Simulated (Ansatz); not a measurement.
Geometry optimisation, UKS PBE-D4/6-31G* (Ansatz).

input.yaml

```yaml
crystal:
  periodic: [false, false, false]
  atoms:
    - { symbol: O, position_ang: [1.33724, 0.61069, -0.18241] }
    - { symbol: C, position_ang: [0.3214, -0.1312, 0.17444] }
    - { symbol: Na, position_ang: [-2.05499, 0.83288, -1.11056] }
    - { symbol: H, position_ang: [0.35493, -1.21012, -0.1462] }
    - { symbol: H, position_ang: [0.04141, -0.10224, 1.26473] }
total_charge: -1
magnetization:
  spin_polarized: true
basis:
  gaussian: { orbitals: "6-31G*" }
hamiltonian:
  xc: pbe
  dispersion: d4
relax:
  f_tol: 0.02
  max_steps: 50
```

Run as:

```bash
$ ansatz run input.yaml --threads 1 --pin off --max-ram 2048MiB --backend cpu --events-out ev --progress --plain --runs-dir out
```

**Question.** Where does it end, and by what steps?

**Answer.** The run converged. Limits of this set-up: an anion without diffuse functions, the dipole of an ion depends on the origin. After 12 steps the energy has fallen by 0.442 eV; O1 moved furthest, 0.48 Å. Parted: C2–Na3.

| step | energy less start (eV) | largest force component (eV/Å) | accepted |
| --- | --- | --- | --- |
| 0 | 0.0000 | 3.041 | yes |
| 1 | -0.2286 | 1.833 | yes |
| 2 | -0.2974 | 1.557 | yes |
| 3 | -0.3804 | 1.314 | yes |
| 4 | -0.4121 | 0.230 | yes |
| 5 | -0.4208 | 0.428 | yes |
| 6 | -0.4283 | 0.335 | yes |
| 7 | -0.4384 | 0.175 | yes |
| 8 | -0.4377 | 0.199 | no |
| 9 | -0.4407 | 0.086 | yes |
| 10 | -0.4416 | 0.108 | yes |
| 11 | -0.4417 | 0.062 | yes |
| 12 | -0.4417 | 0.004 | yes |

```xyz
5
Properties=species:S:1:pos:R:3
O 1.691 0.399 0.062
C 0.620 -0.177 0.277
Na -2.492 0.707 -1.108
H 0.253 -1.037 -0.345
H -0.072 0.109 1.114
```

Whether the end is a true minimum wasn't checked by a vibrational analysis.

Run time: 37 s on 1 thread of Intel(R) Xeon(R) Platinum 8488C (Sapphire Rapids), on a shared host, peak memory 0.17 GiB.
